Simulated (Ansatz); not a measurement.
# BH₂− (triplet): wave-function methods side by side at scale of all distances = 2.354, 6-31++G**

An exercise on one series of results from a longer session: the logs are not shown, and one member is left open.

Computed with Ansatz 0.2.0, Gaussian basis. Level: 6-31++G**, core rule «outside noble gas», up to 1 orbitals frozen.

The runs, in order: UHF; CCSD(T) on ROHF; CCSD(T) on UHF; BCCD(T) on ROHF; CISD; CCSDT(Q) on ROHF; CCSDT(Q) on UHF; CASSCF and MRCISD+Q, 4 electrons in 4 orbitals; CASSCF and NEVPT2, 4 electrons in 4 orbitals; CASSCF and MRCISD+Q, 6 electrons in 6 orbitals; CASSCF and NEVPT2, 6 electrons in 6 orbitals; Full CI.

17 further runs of the same task are left out: 12 that didn't finish, 5 set aside as unsound or not needed.

### The geometry

The geometry derives from a PBE0/def2-TZVPD stationary point (not a proven minimum). All distances are scaled together.

3 atoms, charge -1, spin multiplicity 3.

Atoms are counted from 1 here; the program's logs count them from 0.

No contacts short enough for the rule that draws bonds.

As a file:

| atom | x (Å) | y (Å) | z (Å) |
| --- | --- | --- | --- |
| B1 | 0.0000 | -0.1928 | 0.0000 |
| H2 | 0.0000 | 1.0339 | -2.5684 |
| H3 | 0.0000 | 1.0339 | 2.5684 |

Set-up of the first run:

The input, in.yaml:

```yaml
crystal:
  periodic: [false, false, false]
  atoms:
    - {symbol: B, position_ang: [0.000000, -0.192778, 0.000000]}
    - {symbol: H, position_ang: [0.000000, 1.033854, -2.568386]}
    - {symbol: H, position_ang: [0.000000, 1.033854, 2.568386]}
basis:
  gaussian: {orbitals: "6-31++G**"}
total_charge: -1
magnetization: {spin_polarized: true, initial_magnetization: 2}
hamiltonian: {xc: hf}
output: {orbitals: {seedname: orbitals}}
```

Command:

```sh
ansatz run in.yaml --threads 1 --pin off --events-out ev --progress --plain --max-ram 2393MiB
```

Among the steps run: UHF; CCSD(T) on ROHF; CCSD(T) on UHF; BCCD(T) on ROHF; CISD; CCSDT(Q) on ROHF; CCSDT(Q) on UHF; CASSCF and MRCISD+Q, 4 electrons in 4 orbitals; CASSCF and NEVPT2, 4 electrons in 4 orbitals; CASSCF and MRCISD+Q, 6 electrons in 6 orbitals; CASSCF and NEVPT2, 6 electrons in 6 orbitals; Full CI.

One table of the session follows, with a row left open; its other results are not shown here.

| method | from FCI (meV) |
| --- | --- |
| UHF | +2654.5 |
| RMP2 | +1201.9 |
| UMP2 | +1188.1 |
| CISD | +361.0 |
| RCCSD | ? |
| UCCSD | +197.9 |
| RCCSD(T) | +89.1 |
| UCCSD(T) | +84.3 |
| BCCD(T) | +94.2 |
| RCCSDT | +11.8 |
| UCCSDT | +8.5 |
| RCCSDT(Q) | +1.1 |
| UCCSDT(Q) | -1.6 |
| CASSCF pair | +2101.1 |
| NEVPT2 pair | +815.6 |
| MRCISD pair | +238.2 |
| MRCISD+Q pair | +85.0 |
| FCI | 0 |

Estimate the missing values for RCCSD.

**Answer.** from FCI (meV): +230.4. In the column «from FCI (meV)» it lies between UCCSD (+197.9) and MRCISD pair (+238.2).

Among the levels timed on like hardware and quicker than the yardstick, those that no quicker one beats, quickest first: UHF (0.6 s, +2654.5 meV); NEVPT2 pair (0.81 s, +815.6 meV); CISD (0.84 s, +361.0 meV); MRCISD+Q pair (1.1 s, +85.0 meV); UCCSD(T) (5.5 s, +84.3 meV); UCCSDT(Q) (10 s, -1.6 meV); RCCSDT(Q) (16 s, +1.1 meV).

Left out of the table: CASSCF valence, NEVPT2 valence, MRCISD valence, MRCISD+Q valence (the active space lost an orbital or holds another state than full CI finds).

To keep in mind: The report flags that the cluster equations may have other roots. The yardstick is full CI for this spin, exact in this basis with these frozen cores. Left out of the table: ROHF (another determinant or state than the rows shown). The program flags RCCSD(T), UCCSD(T), BCCD(T), RCCSDT(Q), UCCSDT(Q) as in doubt, so those rows may rest on another solution; read them beside their warnings. Of the multireference levels listed MRCISD+Q pair comes nearest in total energy (+85.0 meV), which doesn't show that its space is the better one. Levels on UHF freeze UHF's core orbitals, full CI those of ROHF, so the U rows can settle a little off it for that reason alone. Restricted and unrestricted rows rest on different reference determinants; where their highest levels disagree by more than a few hundredths of an eV, they describe different states and don't form one ladder. Warnings in the runs' records: other roots.
